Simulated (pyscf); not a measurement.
Substitution at C: Br⁻ (SMILES [Br-]) + H₃C–CH₂–CH₂–Cl (SMILES CCCCl) -> H₃C–CH₂–CH₂–Br (SMILES CCCBr) + Cl⁻ (SMILES [Cl-])

Gas phase, singlet surface, charge -1. Bonds broken: C4–Cl5. Bonds formed: Br1–C4. PySCF, gas phase, ωB97X-D3(BJ)/def2-SVPD geometries.

Transition state (Å):

```xyz
12

Br    -0.0049     2.6305     1.6727
C     -0.4187    -1.0560     1.6397
C     -1.2461    -0.0849     0.8053
C     -0.3908     0.8290    -0.0321
Cl    -0.2622    -0.5851    -1.9891
H      0.2389    -0.4978     2.3227
H      0.1983    -1.6833     0.9794
H     -1.0668    -1.7136     2.2392
H     -1.8806     0.5384     1.4497
H     -1.9058    -0.6319     0.1182
H     -0.8448     1.5760    -0.6713
H      0.6869     0.7403    -0.0493
```

One imaginary mode, 415i cm⁻¹; descent along it reached the two sides named, in the forms told below.

| bond | change | reactant side (Å) | saddle | product side |
|---|---|---|---|---|
| C4–Cl5 | breaks | 1.824 | 2.418 | 3.4 |
| Br1–C4 | forms | 3.6 | 2.510 | 1.978 |

Electronic energies relative to the separated reactants (kcal/mol):

```
level                    barrier  reaction energy  reverse barrier
-----------------------  -------  ---------------  ---------------
ωB97X-D3(BJ)/def2-TZVPD      9.1             +7.8              1.3
PBE/def2-TZVPD               2.8             +8.3             -5.5
r²SCAN/def2-TZVPD            2.5             +8.7             -6.2
B3LYP-D3(BJ)/def2-TZVPD      3.1             +8.0             -4.9
PBE0-D3(BJ)/def2-TZVPD       5.8             +8.7             -2.9
M06-2X/def2-TZVPD            8.1             +9.6             -1.5
ωB97M-D3(BJ)/def2-TZVPD      8.6             +8.7             -0.1
HF/def2-TZVPD               15.9            +11.7              4.1
```

With ωB97M-D3(BJ)/def2-TZVPD energies and thermal terms (ideal gas, 1 atm, RRHO with modes under 100 cm⁻¹ raised to 100, one conformer, R ln 2 for rigid chiral ones), in kcal/mol:

| T (K) | ΔH‡ | ΔG‡ | ΔH | ΔG |
|---|---|---|---|---|
| 298 | 7.7 | 15.3 | +8.4 | +8.5 |
| 600 | 7.7 | 23.0 | +8.5 | +8.5 |
| 900 | 7.6 | 30.7 | +8.6 | +8.6 |
| 1200 | 7.4 | 38.4 | +8.6 | +8.5 |

On the reactant side the descent ends in a bound adduct, 11.1 kcal/mol under the separated species and 20.2 kcal/mol under the saddle at ωB97X-D3(BJ)/def2-TZVPD. On the product side the descent ends in a bound adduct, 12.6 kcal/mol under the separated species and 13.9 kcal/mol under the saddle at ωB97X-D3(BJ)/def2-TZVPD. At PBE, r²SCAN, B3LYP-D3(BJ), PBE0-D3(BJ), M06-2X the saddle lies under the separated products, which points to a path from their complex (located at ωB97X-D3(BJ) alone), and parting the products costs more than the saddle. This is the saddle that the search found; another between the same sides may lie lower. The angle at the attacked C is 164°. Elements up to Kr have no core potential and no relativistic terms here.
